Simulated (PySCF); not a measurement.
**Oxygen: a sound run and one with changed settings**

Sound run: O [He] 2s2 2p4, O⁺ [He] 2s2 2p3. Computed with PySCF 2.14 in jorge-DZP-DKH (4s2p1d, 15 functions), with scalar relativity by spin-free X2C-1e. In the sound run the correlated levels freeze 1s2. The sound run starts from symmetry-adapted Hartree-Fock orbitals and uses a fine grid where one is needed.

Changed run: initial guess atom, at most 50 SCF cycles, level shift 0.5 hartree.

| species | method | sound run (hartree) | changed run (hartree) | converged |
| --- | --- | --- | --- | --- |
| O | UHF | -74.85717 | -74.85717 | yes |
| O | M06-L | -75.12624 | -75.12624 | yes |
| O | M06-2X | -75.11068 | -75.11068 | yes |
| O | MP2 | -74.95532 | -74.93754 | yes |
| O | CCSD(T) | -74.97119 | -74.97119 | yes |
| O⁺ | UHF | -74.41662 | -74.41662 | yes |
| O⁺ | M06-L | -74.62456 | -74.62456 | yes |
| O⁺ | M06-2X | -74.60896 | -74.60896 | yes |
| O⁺ | MP2 | -74.48350 | -74.47249 | yes |
| O⁺ | CCSD(T) | -74.49823 | -74.49823 | yes |

Ionisation energy of O:

```
 method  sound run (eV)  changed run (eV)
    UHF          11.988            11.988
  M06-L          13.651            13.651
 M06-2X          13.653            13.653
    MP2          12.839            12.655
SCS-MP2          12.835            12.657
   CCSD          12.853            12.853
CCSD(T)          12.870            12.870
```

A level shift leaves the converged SCF energy unchanged but raises the virtual orbital energies, which shrinks MP2 if it is not removed.

For comparison, NIST gives 13.618 eV between the lowest levels.
